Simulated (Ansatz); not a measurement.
Stretch profile

C2H2S (SMILES C#CS), closed shell, at its PBE0-D4/def2-TZVP minimum:

```
atom    x (Å)    y (Å)    z (Å)
  C1  -1.1968  -0.3420   0.0019
  C2   0.0007  -0.2237   0.0261
  S3   1.6789  -0.1976   0.0834
  H4  -2.2568  -0.4334  -0.0218
  H5   1.8239   1.1231  -0.1310
```

The bond length C1–C2 (1.204 Å at the minimum) is set to the values below, with the rest relaxed at PBE0-D4/def2-TZVP at each step. Each method's energies count from its own value at the PBE0-D4 minimum structure. 3 of 9 computed points, where the reference changed state or T1 grew large, are left out. Computed with Ansatz 0.2.0 (basis: def2-TZVPP); correlated methods freeze the cores.

CCSD(T) energies along the scan:
```
bond length (Å)  CCSD(T) (eV)
          0.987         4.055
          1.038         2.178
          1.112         0.623
          1.199         0.006
          1.295         0.267
          1.398         1.142
```
They count from the CCSD(T) energy at the PBE0-D4 minimum.

Minimum and curvature along this coordinate at CCSD(T): A fifth-order fit through the nearest points gives 1.214 Å, with a curvature of about 98 eV/Å².

Largest difference from the CCSD(T) curve over the scan: r2SCAN-D4 0.165; PBE0-D4 0.243; HF 0.741 eV. Each curve counts from its own value at the minimum.

The T1 diagnostic stays at or below 0.024. The restricted Hartree–Fock reference is unstable towards an unrestricted one at one or more of these structures.

For scale, one of the runs: CCSD(T)/def2-TZVPP, 132 basis functions (an equivalent command: `ansatz run in.yaml --threads 2`). Hardware: 2 CPU threads, shared host. Wall time 7 s; peak host memory 0.65 GiB.
